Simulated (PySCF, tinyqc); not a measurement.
Inside a calculation. Method: CCD on RHF in the sto-3g basis, for CH+, spin multiplicity 1. The lowest restricted solution is unstable here: a spin-polarised one lies 0.0093 hartree lower (PySCF). Computed by tinyqc, a small Python program that keeps every step (integrals from PySCF). Settings: charge = 1, multiplicity = 1, basis = sto-3g, method = RHF, energy threshold = 1e-10, iteration cap = 84, orthogonalisation = symmetric, start = Wolfsberg-Helmholz matrix, DIIS depth = 6, amplitude equations = CCD, DIIS depth for amplitudes = 0, cap on updates = 65. Command: `OMP_NUM_THREADS=1 python tinyqc.py 21736 21737 out.jsonl` (the two numbers bound the seeds that draw the settings). One thread of a shared host (Intel(R) Xeon(R) Processor @ 2.60GHz), about 0.1 s of CPU time with the checks. The early iterations of the SCF are left out here.

## One-electron integrals

Geometry (angstrom):
```
atom         x         y         z
C     0.000000  0.000000  0.000000
H     0.000000  0.000000  1.283000
```

Basis sto-3g: exponents (1/bohr^2) and contraction coefficients of normalised primitives:
```
element  l (shell)   exponent  coefficient
C            s (1)  71.616837     0.154329
C            s (1)  13.045096     0.535328
C            s (1)   3.530512     0.444635
C            s (2)   2.941249    -0.099967
C            s (2)   0.683483     0.399513
C            s (2)   0.222290     0.700115
C            p (3)   2.941249     0.155916
C            p (3)   0.683483     0.607684
C            p (3)   0.222290     0.391957
H            s (1)   3.425251     0.154329
H            s (1)   0.623914     0.535328
H            s (1)   0.168855     0.444635
```

Overlap, kinetic and nuclear-attraction integrals over the contracted functions; the nuclear repulsion is the sum of Za Zb / Rab.

nuclear repulsion = 2.47471806 hartree

overlap S:
```
           1C 1s     1C 2s    1C 2px    1C 2py    1C 2pz     2H 1s
1C 1s   1.000000  0.248362  0.000000  0.000000  0.000000  0.039835
1C 2s   0.248362  1.000000  0.000000  0.000000  0.000000  0.385980
1C 2px  0.000000  0.000000  1.000000  0.000000  0.000000  0.000000
1C 2py  0.000000  0.000000  0.000000  1.000000  0.000000  0.000000
1C 2pz  0.000000  0.000000  0.000000  0.000000  1.000000  0.395492
2H 1s   0.039835  0.385980  0.000000  0.000000  0.395492  1.000000
```

kinetic energy T (hartree):
```
            1C 1s      1C 2s    1C 2px    1C 2py    1C 2pz      2H 1s
1C 1s   15.891122  -0.085890  0.000000  0.000000  0.000000  -0.011546
1C 2s   -0.085890   0.472250  0.000000  0.000000  0.000000   0.054512
1C 2px   0.000000   0.000000  1.477728  0.000000  0.000000   0.000000
1C 2py   0.000000   0.000000  0.000000  1.477728  0.000000   0.000000
1C 2pz   0.000000   0.000000  0.000000  0.000000  1.477728   0.157885
2H 1s   -0.011546   0.054512  0.000000  0.000000  0.157885   0.760032
```

nuclear attraction V (hartree):
```
             1C 1s      1C 2s     1C 2px     1C 2py     1C 2pz      2H 1s
1C 1s   -34.065194  -4.294667   0.000000   0.000000  -0.012224  -0.699102
1C 2s    -4.294667  -5.597516   0.000000   0.000000  -0.134058  -1.755749
1C 2px    0.000000   0.000000  -5.525510   0.000000   0.000000   0.000000
1C 2py    0.000000   0.000000   0.000000  -5.525510   0.000000   0.000000
1C 2pz   -0.012224  -0.134058   0.000000   0.000000  -5.615957  -1.672269
2H 1s    -0.699102  -1.755749   0.000000   0.000000  -1.672269  -3.676606
```

core Hamiltonian H = T + V (hartree):
```
             1C 1s      1C 2s     1C 2px     1C 2py     1C 2pz      2H 1s
1C 1s   -18.174072  -4.380557   0.000000   0.000000  -0.012224  -0.710648
1C 2s    -4.380557  -5.125266   0.000000   0.000000  -0.134058  -1.701237
1C 2px    0.000000   0.000000  -4.047782   0.000000   0.000000   0.000000
1C 2py    0.000000   0.000000   0.000000  -4.047782   0.000000   0.000000
1C 2pz   -0.012224  -0.134058   0.000000   0.000000  -4.138229  -1.514384
2H 1s    -0.710648  -1.701237   0.000000   0.000000  -1.514384  -2.916574
```

## Two-electron integrals

Functions are numbered as in S; the eight-fold symmetry (ij|kl) = (ji|kl) = (kl|ij) leaves the list below.

Two-electron integrals (ij|kl) in chemists' order, unique and non-zero (hartree):
```
(11|11) 3.541948   (21|11) 0.576921   (21|21) 0.111888   (22|11) 0.854682
(22|21) 0.205284   (22|22) 0.624709   (31|31) 0.020296   (32|31) 0.030858
(32|32) 0.137996   (33|11) 0.852436   (33|21) 0.205335   (33|22) 0.624568
(33|33) 0.672833   (41|41) 0.020296   (42|41) 0.030858   (42|42) 0.137996
(43|43) 0.036269   (44|11) 0.852436   (44|21) 0.205335   (44|22) 0.624568
(44|33) 0.600295   (44|44) 0.672833   (51|51) 0.020296   (52|51) 0.030858
(52|52) 0.137996   (53|53) 0.036269   (54|54) 0.036269   (55|11) 0.852436
(55|21) 0.205335   (55|22) 0.624568   (55|33) 0.600295   (55|44) 0.600295
(55|55) 0.672833   (61|11) 0.092878   (61|21) 0.017917   (61|22) 0.032861
(61|33) 0.032751   (61|44) 0.032751   (61|51) 0.001068   (61|52) 0.002007
(61|55) 0.033092   (61|61) 0.002931   (62|11) 0.243828   (62|21) 0.059451
(62|22) 0.201774   (62|33) 0.196751   (62|44) 0.196751   (62|51) 0.005635
(62|52) 0.040477   (62|55) 0.211620   (62|61) 0.009942   (62|62) 0.088854
(63|31) 0.005768   (63|32) 0.031258   (63|53) 0.007702   (63|63) 0.010314
(64|41) 0.005768   (64|42) 0.031258   (64|54) 0.007702   (64|64) 0.010314
(65|11) 0.216276   (65|21) 0.053379   (65|22) 0.192097   (65|33) 0.182538
(65|44) 0.182538   (65|51) 0.010126   (65|52) 0.066621   (65|55) 0.211000
(65|61) 0.009301   (65|62) 0.100318   (65|65) 0.121515   (66|11) 0.408039
(66|21) 0.101144   (66|22) 0.391908   (66|33) 0.371734   (66|44) 0.371734
(66|51) 0.011300   (66|52) 0.111208   (66|55) 0.431722   (66|61) 0.017100
(66|62) 0.225467   (66|65) 0.280158   (66|66) 0.774606
```

## Orthogonalisation

S = U s U^T; symmetric (Loewdin) form X = U s^(-1/2) U^T, so that X^T S X = 1.

eigenvalues of S: 0.429339  0.818745  1.000000  1.000000  1.156717  1.595199

X:
```
            1C 1s      1C 2s    1C 2px    1C 2py     1C 2pz      2H 1s
1C 1s    1.025334  -0.137781  0.000000  0.000000  -0.008515   0.023044
1C 2s   -0.137781   1.100879  0.000000  0.000000   0.076528  -0.247718
1C 2px   0.000000   0.000000  1.000000  0.000000   0.000000   0.000000
1C 2py   0.000000   0.000000  0.000000  1.000000   0.000000   0.000000
1C 2pz  -0.008515   0.076528  0.000000  0.000000   1.076415  -0.248344
2H 1s    0.023044  -0.247718  0.000000  0.000000  -0.248344   1.150245
```

## Iteration 8 (converged): orbitals

converged F (hartree):
```
             1C 1s      1C 2s     1C 2px     1C 2py     1C 2pz      2H 1s
1C 1s   -11.680972  -3.105642   0.000000   0.000000  -0.017788  -0.510324
1C 2s    -3.105642  -1.896904   0.000000   0.000000  -0.069575  -0.710578
1C 2px    0.000000   0.000000  -0.273392   0.000000   0.000000   0.000000
1C 2py    0.000000   0.000000   0.000000  -0.273392   0.000000   0.000000
1C 2pz   -0.017788  -0.069575   0.000000   0.000000  -0.728305  -0.598591
2H 1s    -0.510324  -0.710578   0.000000   0.000000  -0.598591  -0.719938
```

Diagonalise F' = X^T F X, C = X C', fill 3 alpha and 3 beta electrons from the bottom; D = 2 C_occ C_occ^T. Each column has its largest component positive (the first on a tie).

F' = X^T F X (hartree):
```
            1          2          3          4          5          6
1  -11.458508  -1.535402   0.000000   0.000000  -0.035462  -0.036863
2   -1.535402  -1.262914   0.000000   0.000000   0.064046  -0.340838
3    0.000000   0.000000  -0.273392   0.000000   0.000000   0.000000
4    0.000000   0.000000   0.000000  -0.273392   0.000000   0.000000
5   -0.035462   0.064046   0.000000   0.000000  -0.562429  -0.430436
6   -0.036863  -0.340838   0.000000   0.000000  -0.430436  -0.373078
```

orbital energies (hartree): MO1 -11.685445, MO2 -1.196927, MO3 -0.832748, MO4 -0.273392, MO5 -0.273392, MO6 0.058191

coefficients C:
```
              MO1        MO2        MO3       MO4        MO5        MO6
1C 1s    0.994361  -0.241320   0.121404  0.000000   0.000000   0.095751
1C 2s    0.022681   0.856580  -0.525292  0.000000   0.000000  -0.536620
1C 2px   0.000000   0.000000   0.000000  0.326945   0.945043   0.000000
1C 2py   0.000000   0.000000   0.000000  0.945043  -0.326945   0.000000
1C 2pz   0.003642   0.187937   0.713567  0.000000   0.000000  -0.825689
2H 1s   -0.005130   0.261690   0.404515  0.000000   0.000000   1.102040
```

D after iteration 8:
```
            1C 1s      1C 2s    1C 2px    1C 2py     1C 2pz      2H 1s
1C 1s    2.123457  -0.495858  0.000000  0.000000   0.089797  -0.038285
1C 2s   -0.495858   2.020353  0.000000  0.000000  -0.427532   0.023106
1C 2px   0.000000   0.000000  0.000000  0.000000   0.000000   0.000000
1C 2py   0.000000   0.000000  0.000000  0.000000   0.000000   0.000000
1C 2pz   0.089797  -0.427532  0.000000  0.000000   1.089022   0.675622
2H 1s   -0.038285   0.023106  0.000000  0.000000   0.675622   0.464281
```

Within a degenerate level the vectors are fixed only up to a rotation; this is one choice.

## Convergence

Stop when the energy changes by less than 1e-10 hartree and every element of the error matrix X^T (F D S - S D F) X is below 3e-06.

Course of the cycle:
```
iteration   E (hartree)     change  largest element of the error matrix
1          -37.36062878          -                             2.15e-01
2          -37.44100692  -8.04e-02                             6.80e-02
3          -37.45091051  -9.90e-03                             1.13e-02
4          -37.45101990  -1.09e-04                             1.22e-03
5          -37.45102137  -1.47e-06                             3.66e-05
6          -37.45102137  -8.50e-10                             1.42e-05
7          -37.45102137  -1.53e-10                             1.21e-08
8          -37.45102137   3.55e-14                             2.82e-10
```

PySCF RHF in the same basis = -37.45102137 hartree

Converged in 8 iterations.

## Integrals over molecular orbitals

(pq|rs) = sum C_ip C_jq C_kr C_ls (ij|kl), one index at a time.

one-electron integrals over orbitals h = C^T H C (hartree):
```
            1          2          3          4          5          6
1  -18.162459   0.363707  -0.174445   0.000000   0.000000  -0.136433
2    0.363707  -4.217766   0.190432   0.000000   0.000000   0.573691
3   -0.174445   0.190432  -3.830394   0.000000   0.000000   0.527746
4    0.000000   0.000000   0.000000  -4.047782   0.000000   0.000000
5    0.000000   0.000000   0.000000   0.000000  -4.047782   0.000000
6   -0.136433   0.573691   0.527746   0.000000   0.000000  -3.054477
```

Two-electron integrals over orbitals (pq|rs), unique and non-zero (hartree):
```
(11|11) 3.513324    (21|11) -0.318282   (21|21) 0.046477    (22|11) 0.771340
(22|21) -0.009398   (22|22) 0.589570    (31|11) 0.157804    (31|21) -0.019483
(31|22) 0.016250    (31|31) 0.022891    (32|11) -0.095701   (32|21) 0.008727
(32|22) 0.033062    (32|31) 0.012456    (32|32) 0.103826    (33|11) 0.745188
(33|21) -0.011786   (33|22) 0.519446    (33|31) -0.007132   (33|32) -0.051575
(33|33) 0.595095    (41|41) 0.021465    (42|41) 0.025492    (42|42) 0.105707
(43|41) -0.012483   (43|42) -0.041432   (43|43) 0.046325    (44|11) 0.852064
(44|21) -0.009869   (44|22) 0.571701    (44|31) 0.004655    (44|32) -0.051831
(44|33) 0.550178    (44|44) 0.672833    (51|51) 0.021465    (52|51) 0.025492
(52|52) 0.105707    (53|51) -0.012483   (53|52) -0.041432   (53|53) 0.046325
(54|54) 0.036269    (55|11) 0.852064    (55|21) -0.009869   (55|22) 0.571701
(55|31) 0.004655    (55|32) -0.051831   (55|33) 0.550178    (55|44) 0.600295
(55|55) 0.672833    (61|11) 0.124720    (61|21) -0.021440   (61|22) -0.005375
(61|31) -0.003018   (61|32) -0.016207   (61|33) 0.014677    (61|44) 0.003373
(61|55) 0.003373    (61|61) 0.019717    (62|11) -0.195499   (62|21) 0.003113
(62|22) -0.080255   (62|31) -0.013355   (62|32) 0.010735    (62|33) -0.023103
(62|44) -0.100724   (62|55) -0.100724   (62|61) 0.008045    (62|62) 0.092335
(63|11) -0.184913   (63|21) 0.004512    (63|22) -0.034889   (63|31) 0.003778
(63|32) 0.077672    (63|33) -0.080425   (63|44) -0.094090   (63|55) -0.094090
(63|61) -0.006545   (63|62) 0.065303    (63|63) 0.115973    (64|41) -0.009064
(64|42) -0.036368   (64|43) -0.001600   (64|64) 0.024235    (65|51) -0.009064
(65|52) -0.036368   (65|53) -0.001600   (65|65) 0.024235    (66|11) 0.633432
(66|21) -0.004438   (66|22) 0.542575    (66|31) 0.014333    (66|32) 0.090621
(66|33) 0.494339    (66|44) 0.469299    (66|55) 0.469299    (66|61) -0.008108
(66|62) 0.009305    (66|63) 0.063200    (66|66) 0.644569
```

## CCD: starting amplitudes

t_ij^ab = <ij||ab> / (e_i + e_j - e_a - e_b), whose energy is MP2.

Starting amplitudes (spin orbitals 1a, 1b, ...; amplitudes related by a flip of all spins are not repeated):
```
from      to          t
3a 3b  6a 6b  -0.065085
2a 2b  4a 4b  -0.057229
2a 2b  5a 5b  -0.057229
3a 3b  4a 4b  -0.041409
3a 3b  5a 5b  -0.041409
2a 2b  6a 6b  -0.036783
2a 3b  6a 6b  -0.030429
2a 3b  4a 4b   0.027940
2a 3b  5a 5b   0.027940
1a 2b  4a 4b  -0.002067
1a 2b  5a 5b  -0.002067
1a 3b  4a 4b   0.001043
1a 3b  5a 5b   0.001043
1a 1b  4a 4b  -0.000940
1a 1b  5a 5b  -0.000940
1a 1b  6a 6b  -0.000839
1a 2b  6a 6b  -0.000619
1a 3b  6a 6b   0.000518
```

correlation energy = -0.03582136 hartree

## CCD: amplitude update 1

t_ij^ab D_ij^ab are set to the remaining terms of the spin-orbital equations, evaluated with the old amplitudes; for the doubles these are <ij||ab> + 1/2 <ab||ef> t_ij^ef + 1/2 <mn||ij> t_mn^ab + P(ij)P(ab) <mb||ej> t_im^ae + terms in t^2, D the orbital-energy denominators.

Amplitudes after update 1 (spin orbitals 1a, 1b, ...; amplitudes related by a flip of all spins are not repeated):
```
from      to          t
3a 3b  6a 6b  -0.085494
2a 2b  4a 4b  -0.080683
2a 2b  5a 5b  -0.080683
3a 3b  4a 4b  -0.064415
3a 3b  5a 5b  -0.064415
2a 3b  4a 4b   0.046221
2a 3b  5a 5b   0.046221
2a 3b  6a 6b  -0.045816
2a 2b  6a 6b  -0.045727
1a 2b  4a 4b  -0.002077
1a 2b  5a 5b  -0.002077
1a 3b  5a 5b   0.000986
1a 3b  4a 4b   0.000986
1a 1b  4a 4b  -0.000761
1a 1b  5a 5b  -0.000761
1a 1b  6a 6b  -0.000713
1a 2b  6a 6b  -0.000597
1a 3b  6a 6b   0.000389
```

correlation energy = -0.05112903 hartree

## CCD: amplitude update 2

As before.

Amplitudes after update 2 (spin orbitals 1a, 1b, ...; amplitudes related by a flip of all spins are not repeated):
```
from      to          t
3a 3b  6a 6b  -0.092746
2a 2b  4a 4b  -0.090423
2a 2b  5a 5b  -0.090423
3a 3b  4a 4b  -0.077935
3a 3b  5a 5b  -0.077935
2a 3b  4a 4b   0.056823
2a 3b  5a 5b   0.056823
2a 3b  6a 6b  -0.052143
2a 2b  6a 6b  -0.047982
1a 2b  5a 5b  -0.001986
1a 2b  4a 4b  -0.001986
1a 3b  5a 5b   0.000868
1a 3b  4a 4b   0.000868
1a 1b  6a 6b  -0.000709
1a 1b  5a 5b  -0.000665
1a 1b  4a 4b  -0.000665
1a 2b  6a 6b  -0.000582
1a 3b  6a 6b   0.000340
```

correlation energy = -0.05805331 hartree

## CCD: amplitude update 3

As before.

Amplitudes after update 3 (spin orbitals 1a, 1b, ...; amplitudes related by a flip of all spins are not repeated):
```
from      to          t
3a 3b  6a 6b  -0.095401
2a 2b  4a 4b  -0.094506
2a 2b  5a 5b  -0.094506
3a 3b  4a 4b  -0.086173
3a 3b  5a 5b  -0.086173
2a 3b  4a 4b   0.062585
2a 3b  5a 5b   0.062585
2a 3b  6a 6b  -0.054632
2a 2b  6a 6b  -0.048556
1a 2b  5a 5b  -0.001936
1a 2b  4a 4b  -0.001936
1a 3b  5a 5b   0.000789
1a 3b  4a 4b   0.000789
1a 1b  6a 6b  -0.000707
1a 1b  5a 5b  -0.000614
1a 1b  4a 4b  -0.000614
1a 2b  6a 6b  -0.000579
1a 3b  6a 6b   0.000324
```

correlation energy = -0.06130919 hartree

## CCD: convergence

E_corr = 1/4 sum <ij||ab> t_ij^ab; stop when the norm of the change is below 1e-8.

Course of the amplitude iterations:
```
update  correlation energy (hartree)  norm of the change
0                        -0.03582136                   -
1                        -0.05112903            1.34e-01
2                        -0.05805331            6.76e-02
3                        -0.06130919            3.59e-02
4                        -0.06288986            1.98e-02
5                        -0.06367934            1.14e-02
6                        -0.06408419            6.90e-03
7                        -0.06429714            4.34e-03
8                        -0.06441204            2.82e-03
9                        -0.06447565            1.88e-03
10                       -0.06451182            1.27e-03
11                       -0.06453294            8.65e-04
12                       -0.06454560            5.94e-04
13                       -0.06455338            4.09e-04
...                              ...                 ...
29                       -0.06456763            1.16e-06
30                       -0.06456764            8.01e-07
31                       -0.06456764            5.56e-07
32                       -0.06456765            3.85e-07
33                       -0.06456765            2.67e-07
34                       -0.06456765            1.85e-07
35                       -0.06456765            1.29e-07
36                       -0.06456766            8.91e-08
37                       -0.06456766            6.18e-08
38                       -0.06456766            4.29e-08
39                       -0.06456766            2.97e-08
40                       -0.06456766            2.06e-08
41                       -0.06456766            1.43e-08
42                       -0.06456766            9.91e-09
```

Converged amplitudes (spin orbitals 1a, 1b, ...; amplitudes related by a flip of all spins are not repeated):
```
from      to          t
3a 3b  4a 4b  -0.101272
3a 3b  5a 5b  -0.101272
2a 2b  4a 4b  -0.096896
2a 2b  5a 5b  -0.096896
3a 3b  6a 6b  -0.096569
2a 3b  4a 4b   0.068628
2a 3b  5a 5b   0.068628
2a 3b  6a 6b  -0.056239
2a 2b  6a 6b  -0.048784
1a 2b  5a 5b  -0.001886
1a 2b  4a 4b  -0.001886
1a 1b  6a 6b  -0.000708
1a 3b  5a 5b   0.000670
1a 3b  4a 4b   0.000670
1a 2b  6a 6b  -0.000579
1a 1b  5a 5b  -0.000556
1a 1b  4a 4b  -0.000556
1a 3b  6a 6b   0.000316
```

CCD total energy = -37.51558903 hartree

Converged in 42 updates.
